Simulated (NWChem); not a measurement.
All runs are NWChem calculations. System: H2O, charge 0, spin multiplicity 3, at the geometry of a parent with another charge or spin, in a state set for the comparison that need not be this species' ground state. Its SCF solution wasn't tested for a lower state. Level: UPBE0/def2-TZVP.

NWChem printed:

```
             Northwest Computational Chemistry Package (NWChem) 7.3.0
             --------------------------------------------------------

                                NWChem Input Module
                                -------------------

 Scaling coordinates for geometry "geometry" by  1.889725989
 (inverse scale =  0.529177249)

 Turning off AUTOSYM since
 SYMMETRY directive was detected!

                             Geometry "geometry" -> ""
                             -------------------------

 Output coordinates in angstroms (scale by  1.889725989 to convert to a.u.)

  No.       Tag          Charge          X              Y              Z
 ---- ---------------- ---------- -------------- -------------- --------------
    1 O                    8.0000     0.00000000     0.00000000     0.12262300
    2 H                    1.0000     0.75768800     0.00000000    -0.49049300
    3 H                    1.0000    -0.75768800     0.00000000    -0.49049300

 Effective nuclear repulsion energy (a.u.)       9.0359850017

            Nuclear Dipole moment (a.u.)
            ----------------------------
        X                 Y               Z
 ---------------- ---------------- ----------------
     0.0000000000     0.0000000000    -0.0000037795

      Symmetry information
      --------------------

 Group name             C2v
 Group number             16
 Group order               4
 No. of unique centers     2

      Symmetry unique atoms

     1    2


 Summary of "ao basis" -> "" (spherical)
 ------------------------------------------------------------------------------
       Tag                 Description            Shells   Functions and Types
 ---------------- ------------------------------  ------  ---------------------
 *                         def2-tzvp                  on all atoms

                                 NWChem DFT Module
                                 -----------------

 Summary of "ao basis" -> "ao basis" (spherical)
 ------------------------------------------------------------------------------
       Tag                 Description            Shells   Functions and Types
 ---------------- ------------------------------  ------  ---------------------
 O                         def2-tzvp                11       31   5s3p2d1f
 H                         def2-tzvp                 4        6   3s1p

 Summary of "ao basis" -> "ao basis" (spherical)
 ------------------------------------------------------------------------------
[...]
    14      0.197421  1 O  pz                 4      0.188268  1 O  s
     5      0.146450  1 O  s                  3      0.124581  1 O  s
    33     -0.102283  2 H  s                 39     -0.102283  3 H  s
    32     -0.085095  2 H  s                 38     -0.085095  3 H  s

 Vector    5  Occ=0.000000D+00  E=-2.772402D-01  Symmetry=b2
              MO Center= -5.4D-17, -1.7D-16,  9.8D-02, r^2= 6.9D-01
   Bfn.  Coefficient  Atom+Function         Bfn.  Coefficient  Atom+Function
  ----- ------------  ---------------      ----- ------------  ---------------
     7      0.455178  1 O  py                10      0.395996  1 O  py
    13      0.347215  1 O  py

 Vector    6  Occ=0.000000D+00  E= 9.147115D-03  Symmetry=a1
              MO Center= -1.0D-15,  2.6D-16, -6.7D-01, r^2= 3.2D+00
   Bfn.  Coefficient  Atom+Function         Bfn.  Coefficient  Atom+Function
  ----- ------------  ---------------      ----- ------------  ---------------
     5      0.942749  1 O  s                 34     -0.857208  2 H  s
    40     -0.857208  3 H  s                 14     -0.301933  1 O  pz
     3      0.182639  1 O  s                  8     -0.151786  1 O  pz
    33     -0.122981  2 H  s                 39     -0.122981  3 H  s
     4      0.120351  1 O  s                 11     -0.117828  1 O  pz

 Vector    7  Occ=0.000000D+00  E= 8.253176D-02  Symmetry=b1
              MO Center=  4.3D-16, -7.0D-32, -6.8D-01, r^2= 3.6D+00
   Bfn.  Coefficient  Atom+Function         Bfn.  Coefficient  Atom+Function
  ----- ------------  ---------------      ----- ------------  ---------------
    34      1.446648  2 H  s                 40     -1.446648  3 H  s
    12     -0.568729  1 O  px                 6     -0.267095  1 O  px
     9     -0.191210  1 O  px                33      0.138249  2 H  s
    39     -0.138249  3 H  s                 32      0.067611  2 H  s
    38     -0.067611  3 H  s                 23      0.027514  1 O  d  1

   alpha - beta orbital overlaps
   -----------------------------

   alpha      1      2      3      4      5      6      7      8      9     10
    beta      1      2      3      5      4      6      7      8     10      9
 overlap   1.000  0.999  1.000  0.992  1.000  0.998  1.000  0.999  0.992  0.983

   alpha     11     12     13     14     15     16     17     18     19     20
    beta     11     12     13     14     15     16     17     18     19     20
 overlap   0.980  0.999  0.998  0.999  1.000  1.000  1.000  0.998  1.000  0.999

   alpha     21     22     23     24     25     26     27     28     29     30
    beta     21     22     23     24     27     25     26     28     29     30
 overlap   0.999  1.000  1.000  1.000  0.999  1.000  0.996  0.996  1.000  1.000

   alpha     31     32     33     34     35     36     37     38     39     40
    beta     31     32     33     34     35     36     37     38     39     40
 overlap   0.998  0.999  0.998  1.000  0.999  1.000  0.985  1.000  1.000  0.985

   alpha     41     42     43
    beta     41     42     43
 overlap   0.996  1.000  1.000

     --------------------------
     Expectation value of S2:
     --------------------------
      <S2> =      2.0022 (Exact =     2.0000)

 center of mass
 --------------
 x =   0.00000000 y =   0.00000000 z =   0.10205689

 moments of inertia (a.u.)
 ------------------
           2.402993953979           0.000000000000           0.000000000000
           0.000000000000           6.535310789581           0.000000000000
           0.000000000000           0.000000000000           4.132316835602

     Multipole analysis of the density
     ---------------------------------

     L   x y z        total         alpha         beta         nuclear
     -   - - -        -----         -----         ----         -------
     0   0 0 0     -0.000000     -6.000000     -4.000000     10.000000

     1   1 0 0     -0.000000      0.000000     -0.000000      0.000000
     1   0 1 0     -0.000000     -0.000000      0.000000      0.000000
     1   0 0 1      0.307564      0.709169     -0.401601     -0.000004

     2   2 0 0     -7.415531     -8.717906     -2.797857      4.100233
     2   1 1 0      0.000000     -0.000000      0.000000      0.000000
     2   1 0 1     -0.000000     -0.000000      0.000000      0.000000
     2   0 2 0     -6.245900     -4.962524     -1.283376      0.000000
     2   0 1 1      0.000000     -0.000000      0.000000      0.000000
     2   0 0 2     -7.776706     -7.356938     -2.567613      2.147845

 Task  times  cpu:        1.6s     wall:        1.6s

 Total times  cpu:        1.7s     wall:        1.7s
```

Question: Write an NWChem input that would produce this output.

Answer: This is not unique; one that fits is 
```
start mol
memory heap 200 mb stack 800 mb global 1000 mb
geometry units angstroms nocenter noautoz
  O      0.000000     0.000000     0.122623
  H      0.757688     0.000000    -0.490493
  H     -0.757688     0.000000    -0.490493
  symmetry group C2v
end
basis spherical
  * library def2-tzvp
end
dft
  xc pbe0
  odft
  mult 3
  semidirect memsize 60000000 filesize 0
  iterations 100
end
task dft energy
```
